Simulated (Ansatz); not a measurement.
One crystal and one scan (energy against volume) at two levels, r2SCAN (plane waves to 500 eV, PAW, scalar-relativistic; Ansatz, a program for electronic structure) and PBE (plane waves to 420 eV, PAW, scalar-relativistic; Ansatz), each from its own relaxed cell and on its own mesh. The cell shown is that of r2SCAN.

Au (fcc, Cu type)

```xyz
1
Lattice="0.0000 2.0620 2.0620 2.0620 0.0000 2.0620 2.0620 2.0620 0.0000" Properties=species:S:1:pos:R:3 pbc="T T T"
Au     0.0000     0.0000     0.0000
```

Equation-of-state scan: isotropic scaling of the cell above, V₀ being its volume. Symmetry pins the atoms to their sites.

Energies are smeared free energies. Au was relaxed with its symmetry unable to fall. Spin-orbit coupling is left out, though Au is heavy. The PAW data are Ansatz's earlier set. Percentages come from the unrounded values. Both scans cover V/V₀ from 0.900 to 1.100.

Results of r2SCAN:

* **Lattice constant a (Å)**: 4.124
* **Pressure at the smallest volume (GPa)**: 21.9
* **Energy cost of the largest compression (meV/atom)**: 106
* **Energy cost of the largest expansion (meV/atom)**: 67
* **Bulk modulus B₀ (third-order Birch-Murnaghan fit) (GPa)**: 152.2
* **Pressure for 5 % compression (fit) (GPa)**: 9.1

**Question.** What does PBE give for the same quantities?

**Answer.** 
| quantity | PBE | r2SCAN − PBE |
|---|---|---|
| Lattice constant a (Å) | 4.157 | -0.033 (-0.8 %) |
| Pressure at the smallest volume (GPa) | 20.0 | +1.9 (+10 %) |
| Energy cost of the largest compression (meV/atom) | 99 | +7 (+7 %) |
| Energy cost of the largest expansion (meV/atom) | 62 | +5 (+7 %) |
| Bulk modulus B₀ (third-order Birch-Murnaghan fit) (GPa) | 138.6 | +13.6 (+9.8 %) |
| Pressure for 5 % compression (fit) (GPa) | 8.3 | +0.8 (+10 %) |

r2SCAN gives the higher value for: pressure at the smallest volume; energy cost of the largest compression; energy cost of the largest expansion; bulk modulus B₀; pressure for 5 % compression. r2SCAN gives the lower value for: lattice constant a. For the lattice constant a the reference is 4.062 Å (measured, corrected to the static lattice; as given in Daniel Mejia-Rodriguez, S. B. Trickey, Physical Review B (2018), arXiv:1807.09216): r2SCAN lies nearer. For the bulk modulus B₀ the reference is 182 GPa (measured, corrected to the static lattice; as given in Daniel Mejia-Rodriguez, S. B. Trickey, Physical Review B (2018), arXiv:1807.09216): r2SCAN lies nearer.  Neither level is exact: the differences show how much the result hangs on the functional.

(Under strain, the slope of the energy per volume gives the stress and its curvature an elastic modulus.)
